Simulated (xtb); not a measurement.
methanol (CH₄O), SMILES CO. All values are semi-empirical tight-binding results from xtb (GFN2-xTB unless named), good for trends rather than for accurate numbers. Coordinates come from a GFN2-xTB optimisation.

Optimised geometry:

Bond lengths (Å): C1–O2 1.406, C1–H3 1.095, C1–H4 1.088, C1–H5 1.095, O2–H6 0.963. Angles (°): O2–C1–H3 111.7, O2–C1–H4 106.5, O2–C1–H5 111.7, H3–C1–H4 108.9, H3–C1–H5 109.0, H4–C1–H5 108.9, C1–O2–H6 109.0.
Charge 0, spin multiplicity 1.

- point group as xtb finds it: Cs
- orbital gap: 13.10 eV
- dipole moment: 1.92 D
- zero-point energy: 31.2 kcal/mol
- G − E(el) at 298.15 K (modified RRHO): 16.9 kcal/mol
- static polarisability (D4 model): 21.6 bohr³
- solvation energy, GFN2-xTB/ALPB(water): -4.5 kcal/mol
- solvation energy, GFN2-xTB/ALPB(chcl3): -2.9 kcal/mol

### Question
Give the IR lines (harmonic; lines under 4 % of the strongest left out, lines within 3 cm⁻¹ merged). (An estimate is asked for; the answer gives what the named calculation found.)

### Answer
ν (cm⁻¹): 374 (vs), 1031 (s), 1091 (m), 1315 (m), 2919 (m), 2938 (m), 3033 (w), 3559 (w) (against the strongest line: vs over 80 %, s over 45 %, m over 15 %, w over 4 %, vw less)

### Question
Give the atomic charges and the Wiberg bond orders between heavy atoms. (Estimate from the structure and the level; the computed values follow.)

### Answer
charges (e) C1 0.04, O2 -0.43, H3 0.03, H4 0.06, H5 0.03, H6 0.29. Bond orders C1–O2 1.01.
